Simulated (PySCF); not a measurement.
C2: one state, many levels of theory

State: ³Πu (triplet), unpaired electrons σ ↑, π ↑. Set-up: basis C def2-TZVPP; no relativity; PySCF 2.14. De refers to C + C in their high-spin ground configurations, without counterpoise correction. The functionals are run spin-unrestricted.

| Level | Re (Å) | ωe (cm⁻¹) | De (eV) | CPU s a point (SCF and correlation, without the integrals) |
| --- | --- | --- | --- | --- |
| UHF | 1.286 | 1795 | 3.11 | 0.26 |
| UHF-MP2 | 1.316 | 1660 | 6.27 | 0.42 |
| UHF-SCS-MP2 | 1.312 | 1683 | 6.04 | n/a |
| UHF-CCSD | 1.311 | 1677 | 5.61 | n/a |
| UHF-CCSD(T) | 1.319 | 1634 | 5.97 | 6.4 |
| PBE | 1.313 | 1647 | 6.90 | 0.63 |
| revPBE | 1.318 | 1630 | 6.60 | 0.41 |
| BP86 | 1.314 | 1638 | 6.80 | 0.41 |
| r²SCAN | 1.305 | 1690 | 6.31 | 1 |
| M06-L | 1.303 | 1691 | 6.55 | 1 |
| B3LYP | 1.301 | 1695 | 6.18 | 0.86 |
| PBE0 | 1.301 | 1711 | 6.30 | 1 |
| ωB97X-V | 1.302 | 1719 | 5.94 | 3.6 |

The bond length runs from 1.286 Å (UHF) to 1.319 Å (UHF-CCSD(T)). De spans 3.11 eV (UHF, mean field) to 6.90 eV (PBE, GGA). Correlation at CCSD(T) changes the Hartree–Fock bond energy by +2.86 eV; the triples alone change it by +0.36 eV.

Correlated steps freeze 2 core orbitals. The state is the lowest determinant that a PBE0 search found; another state may lie lower at other levels.

The whole job (state search and all levels along the bond) took about 3.4 min on 1 thread of Arm Neoverse V1 (shared host), peak memory 1.3 GiB.
